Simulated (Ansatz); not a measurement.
System: fcc Ir. Method: r²SCAN (plane waves, PAW; Ansatz, a first-principles code).

A relaxed, unreconstructed slab of the (111) face has 6 atoms, two equal faces of 6.402 Å² each and an energy of -71690.3098 eV. A bulk cell of 3 atoms with the same orientation and in-plane k mesh has -35846.1697 eV. Energies are extrapolated to zero smearing.

Numerical settings: plane-wave cutoff 500 eV, 24×24×1 k mesh (along the axes of the cell as run), Fermi–Dirac smearing 0.1 eV, scalar-relativistic PAW data made under PBE.

Worked out: γ = (E_slab − N E_bulk per atom)/2A = [-71690.3098 − 6 × (-35846.1697/3)]/(2 × 6.402) = 0.1585 eV/Å². With 16.022 J/m² per eV/Å² this is 2.54 J/m², or 1.01 eV per surface cell and face.
